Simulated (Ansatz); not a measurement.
Process, species as SMILES: C#N (CH-N) → CHN+ (doublet, bonded as C#N) + e-
B3LYP-D3(BJ)/def2-TZVP geometries, fixed; electronic energies without zero-point terms.

Basis-set convergence of the adiabatic ionisation energy at PBE with Ansatz (a first-principles code). All functions are spherical. The program fits the integrals of some runs and decomposes those of others, by size. Open shells are unrestricted. No added dispersion term, no relativity. Functions are those of the species that has most. Reference: the value in pcseg-4, 13.519 eV. Deviations are taken from unrounded values.

```csv
basis,functions
cc-pVDZ,33
aug-cc-pVDZ,55
cc-pVTZ,74
jun-cc-pV(T+d)Z,92
aug-cc-pVTZ,115
cc-pVQZ,140
aug-cc-pVQZ,206
cc-pV5Z,237
```

**Question.** Which is the smallest correlation-consistent set listed that can be trusted to 0.05 eV here, that is, within that of the reference together with its larger relatives (same family, alike in diffuse functions; a set with none to test it counts only in the reference's own line)?

**Answer.** The smallest set listed that lies within 0.05 eV of the reference with all its larger relatives (same family, alike in diffuse functions; a set with none counts only in the reference's own line) is cc-pVTZ (74 functions, -0.029 eV off). Value minus reference: cc-pVDZ -0.170, aug-cc-pVDZ -0.068, cc-pVTZ -0.029, jun-cc-pV(T+d)Z -0.004, aug-cc-pVTZ -0.006, cc-pVQZ -0.005, aug-cc-pVQZ 0.000, cc-pV5Z 0.000 eV.
